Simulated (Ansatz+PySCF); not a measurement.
The numbers below are computed, except where a source is named.
Several solutions for singlet HF

```json
{"atom": "H", "x (Å)": "0.0000", "y (Å)": "0.0000", "z (Å)": "-1.2423"}
{"atom": "F", "x (Å)": "0.0000", "y (Å)": "0.0000", "z (Å)": "0.1380"}
```

Basis set: cc-pVDZ (spherical functions). Charge 0, multiplicity 1.

UHF was run from several starts with Ansatz (development build ahead of 0.2.0) and PySCF 2.14.0.

```json
{"run": "A", "program": "PySCF", "start": "guess huckel, instabilities followed", "converged": "yes", "energy (hartree)": "-99.91144", "<S²>": "0.31"}
{"run": "B", "program": "PySCF", "start": "program defaults", "converged": "yes", "energy (hartree)": "-99.90646", "<S²>": "0.00"}
{"run": "C", "program": "Ansatz", "start": "search for the lowest state", "converged": "yes", "energy (hartree)": "-99.91144", "<S²>": "0.31"}
{"run": "D", "program": "Ansatz", "start": "atomic start, no search", "converged": "yes", "energy (hartree)": "-99.90646", "<S²>": "0.00"}
{"run": "E", "program": "Ansatz", "start": "stability test followed", "converged": "yes", "energy (hartree)": "-99.91144", "<S²>": "0.31"}
{"run": "F", "program": "PySCF", "start": "guess atom, instabilities followed", "converged": "yes", "energy (hartree)": "-99.91144", "<S²>": "0.31"}
{"run": "G", "program": "PySCF", "start": "guess 1e, instabilities followed", "converged": "yes", "energy (hartree)": "-99.91144", "<S²>": "0.31"}
{"run": "H", "program": "PySCF", "start": "guess minao, instabilities followed", "converged": "yes", "energy (hartree)": "-99.91144", "<S²>": "0.31"}
```

Question: Which runs reached the lowest solution of this kind, and what is wrong with the others?

Answer: A, C, E, F, G, H reached the lowest solution found. Converged but too high: B by 0.14 eV, D by 0.14 eV. Convergence only shows a stationary point, and even a stable one can lie too high; stability tests and further starts are what find lower ones. Caution: the unrestricted determinant is spin contaminated.
